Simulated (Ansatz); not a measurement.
Two structures of Si$_{2}$NH$_{7}$, singlet, reached by relaxing down either side of one saddle point (PBE0-D4/def2-TZVP). Energies are electronic, without zero-point energy. Computed with Ansatz 0.2.0 (basis: def2-TZVPP and def2-QZVPP); correlated methods freeze the cores. Extrapolation: Hartree–Fock as exp(−7.88 √X), correlation as X^−2.97. First:

Si1  (-0.267, -0.838, 0.231)
N2  (1.400, -1.282, 0.152)
H3  (-1.007, -1.694, -0.737)
H4  (-0.747, -1.130, 1.610)
Si5  (-0.743, 1.413, -0.255)
H6  (2.034, -0.922, 0.848)
H7  (1.852, -1.318, -0.748)
H8  (-0.025, 2.315, 0.690)
H9  (-0.296, 1.756, -1.635)
H10  (-2.201, 1.702, -0.155)
(Å)

Second:

```
10
angstrom
Si -1.0750 -0.9798 -0.2002
N 0.9353 -1.2743 -0.0609
H 1.1147 -2.1981 0.3188
H -1.1253 -0.9420 1.3248
Si -0.7274 1.3728 -0.2372
H 1.3887 -0.5847 0.5328
H 1.3625 -1.2313 -0.9803
H 0.5100 1.7634 0.5307
H -0.5192 1.9518 -1.6002
H -1.8645 2.1223 0.3715
```

(1) Which bonds change from the first to the second?

(2) Give the saddle point's structure and its height above each. (To be estimated.)

The T1 diagnostic stays at or below 0.015. The restricted Hartree–Fock reference is unstable towards an unrestricted one at one or more of these structures.

Answers

(1) Si₂NH₇ ([NH2][SiH2][SiH3]) → Si₂H₄ ([SiH][SiH3]) + NH₃ (still joined by a long Si–N bond); bonds formed: N2–H3; bonds broken: Si1–H3; bonds weakened to dative contacts: Si1–N2.

(2) Computed: 3.107 eV above the first and 1.681 eV above the second (CCSD(T) at an estimated basis limit (MP2 extrapolated from triple and quadruple zeta, plus CCSD(T) − MP2 in triple zeta)).
```
10
angstrom
Si -0.6373 -0.7873 0.1224
N 1.1774 -1.3221 0.0204
H 0.1358 -2.1055 -0.4104
H -0.8434 -0.9590 1.5944
Si -0.8009 1.5278 -0.2557
H 1.7997 -1.3973 0.8175
H 1.6768 -1.1065 -0.8308
H 0.1044 2.3005 0.6460
H -0.4147 1.8489 -1.6587
H -2.1978 2.0004 -0.0451
```

Losses and insertions of silylenes and their heavier kin drive the gas-phase chemistry of silicon and germanium vapour deposition.

Labels in which every atom is bracketed show which atoms are joined, not bond orders.

For scale, one of the runs: CCSD(T)/def2-TZVPP, 213 basis functions, launched by `ansatz run in.yaml --threads 2 --pin off --events-out ev --progress --plain --max-ram 4352MiB`. Hardware: 2 CPU threads of an AMD EPYC 7R43, shared host. Wall time 46 s; peak host memory 2.8 GiB.
